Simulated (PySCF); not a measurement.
## How well do the runs reproduce experiment for cyclopropene?

**Measured values to compare with.**

From NIST CCCBDB Release 22 (SRD 101), experimental dipoles, for the gas: dipole moment (microwave Stark effect) 0.454 ± 0.01 D.

The results are set against them at the end.

Species: cyclopropene, C₃H₄.
Numbering: `[CH:1]1=[CH:2][CH2:3]1` (hydrogens: H4 on C1; H5 on C2; H6, H7 on C3)

Cartesian coordinates in Å at the PBE0-D3(BJ)/def2-SVP level; atoms count from 1:
```xyz
7
C3H4 angstrom
C     -0.5273    0.6691    0.1296
C     -0.6389   -0.6049   -0.0845
C      0.7636   -0.0732   -0.0492
H     -0.9870    1.6372    0.3110
H     -1.2583   -1.4887   -0.2129
H      1.4056   -0.2754    0.8234
H      1.3342    0.0340   -0.9859
```

The PySCF runs (gas phase, on this PBE0-D3(BJ)/def2-SVP geometry; no spin–orbit coupling):

| level | job | basis functions |
| --- | --- | --- |
| PBE0-D3(BJ)/def2-SVP, grid level 1 | geometry optimisation from an MMFF94s start shaken at random | 62 |
| wB97X-D/def2-SVPD | 10 singlets by full TDDFT, 4 Tamm–Dancoff triplets, polarisability, ΔSCF ions | 92 |
| LC-wPBE/def2-SVPD | 10 singlets by full TDDFT, 4 Tamm–Dancoff triplets, polarisability, ΔSCF ions | 92 |
| PBE0/6-31+G* | 10 singlets by full TDDFT, 4 Tamm–Dancoff triplets, polarisability | 62 |
| PBE0/6-31G* | 10 singlets by full TDDFT, 4 Tamm–Dancoff triplets, polarisability | 50 |
| PBE0/aug-cc-pVDZ | 10 singlets by full TDDFT, 4 Tamm–Dancoff triplets, polarisability | 105 |
| PBE0/aug-cc-pVTZ | 10 singlets by full TDDFT, 4 Tamm–Dancoff triplets, polarisability | 230 |
| PBE0/def2-SVP | 10 singlets by full TDDFT, 4 Tamm–Dancoff triplets, polarisability | 62 |
| PBE0/def2-TZVP | 10 singlets by full TDDFT, 4 Tamm–Dancoff triplets, polarisability | 117 |
| PBE0/def2-TZVPD | 10 singlets by full TDDFT, 4 Tamm–Dancoff triplets, polarisability | 147 |
| B3LYP/pcJ-1 | spin–spin couplings from 7 perturbed nuclei | 121 |

All basis functions are spherical.

Results beside the measurements:

**Dipole moment.** Measured: 0.454 D (NIST CCCBDB Release 22 (SRD 101), experimental dipoles).

```csv
level,computed (D),computed − measured (D),% (from the printed values)
PBE0-D3(BJ)/def2-SVP,0.527,+0.073,+16
wB97X-D/def2-SVPD,0.494,+0.040,+9
LC-wPBE/def2-SVPD,0.502,+0.048,+11
PBE0/6-31+G*,0.472,+0.018,+4
PBE0/6-31G*,0.531,+0.077,+17
PBE0/aug-cc-pVDZ,0.490,+0.036,+8
PBE0/aug-cc-pVTZ,0.489,+0.035,+8
PBE0/def2-SVP,0.527,+0.073,+16
PBE0/def2-TZVP,0.494,+0.040,+9
PBE0/def2-TZVPD,0.490,+0.036,+8
B3LYP/pcJ-1,0.501,+0.047,+10
```

All 11 levels lie above the measurement. The computed dipoles belong to one fixed geometry; measured ones are averaged over vibrations unless marked μe. Magnitudes are compared, not signs.

The geometry is computed, not the measured one. Where a level misses, the cause wasn't examined.
